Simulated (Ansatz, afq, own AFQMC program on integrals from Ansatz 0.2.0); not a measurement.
AFQMC on a folder of integrals that Ansatz 0.2.0 wrote.

```yaml
crystal:
  periodic: [false, false, false]
  atoms:
    - {symbol: Pd, position_ang: [0.000000, 0.000000, 0.000000]}
    - {symbol: Ge, position_ang: [0.000000, 0.000000, 2.190000]}
basis:
  gaussian: {orbitals: def2-TZVP}
total_charge: 1
magnetization: {spin_polarized: true, initial_magnetization: 1}
correlation: {method: ccsd_t, electrons: outside_noble_gas, hamiltonian_folder: ham}
```

```sh
$ ansatz run in.yaml --threads 1 --pin off --events-out ev --progress --plain --max-ram 24576MiB --backend cuda --devices 0, --max-vram 18GiB
```

afq runs on the folder ham with

```
--method phaseless --trial hf --walkers 2900 --populations 20 --least-time 40 --time-step 0.005 --steps-per-block 20 --equilibration-blocks 160 --max-blocks 4000 --target-error 0.001050 --factor-cut 1e-05 --start spin_pure --seed 1211 --taylor-order 6
```

Times are imaginary, in 1/Eh. The walk had a cap of 98 s. With eight or more populations the least sampling time is a fifth of least-time, and the error comes from their spread. Filled inner d shells are frozen with the cores. Core potentials past Kr, no spin–orbit coupling.

Log:

```
orbitals 70  electrons 7 6  factors 585 of 709
reference energy -2202.14243779 Eh
CCSD correlation -0.35547872 Eh in 19 cycles, weight of the determinant in the CISD state 0.8294
energy of the start -2202.143865 Eh
 block  time / (1/Eh)  mean weight  energy / Eh
     1     0.100  1.0021  -2202.260671
     2     0.200  1.0034  -2202.331796
     3     0.300  1.0025  -2202.372493
     4     0.400  1.0031  -2202.407638
     5     0.500  1.0021  -2202.424512
    10     1.000  1.0005  -2202.474349
    61     6.100  1.0000  -2202.517655
   121    12.100  1.0000  -2202.519441
   181    18.100  0.9997  -2202.514037
   205    20.500  1.0004  -2202.538726
   217    21.700  1.0001  -2202.503415
   241    24.100  0.9999  -2202.522930
   301    30.100  1.0007  -2202.512334
   361    36.100  0.9997  -2202.515112
   421    42.100  0.9994  -2202.509219
   481    48.100  0.9996  -2202.520016
   493    49.300  0.9996  -2202.526011
error from the spread of 20 populations
energy -2202.518573 +/- 0.001129 Eh
(rows thinned)
```

The run passed its tests (sampling time, drift between the halves within three errors, error under three times the target), which doesn't prove that it has relaxed, ending at its cap on processor time. The second half of the sampling lies below the first by 1.9 errors of their difference, so the energy may still be moving and its error bar be too small.

Against this walk (error 30.7 meV) on the same determinant: CCSD(T) 20.2 meV lower (within the noise), CCSDT(Q) 86.6 meV lower, a separate phaseless walk with a CISD trial and standard settings 26.4 ± 31.3 meV higher (within the noise). The error is statistical and leaves out the bias of the constraint. None of these is a sure reference here.

Cautions: constraint bias not in the error; error above the target (30.7 against 28.6 meV); no spin-orbit coupling; no relativity below Rb; outer-core shells of the metal frozen; inner d shell frozen; higher spins were not checked; raised T1 diagnostic (T1 0.045, weight of the determinant 0.83, largest double 0.05); (T) is large, 6 % of the CCSD correlation; unrestricted determinant slightly spin contaminated (⟨S²⟩ 0.84 against 0.75).

The walk took 98 s on 1 × NVIDIA H100 80GB HBM3 with 2 threads of AMD EPYC 7R13 Processor (Zen 3), on a shared host (the card was shared). The log's last line is the phaseless energy.

CCSDT and higher add their correlation energy to the determinant of the CCSD(T) run, since their own runs factorise the integrals more tightly (a shift of under 2 meV). A walk keeps the symmetry of its determinant, which the program's search chose and which needn't be the lowest solution, so a lower state of the same spin and another symmetry isn't excluded.
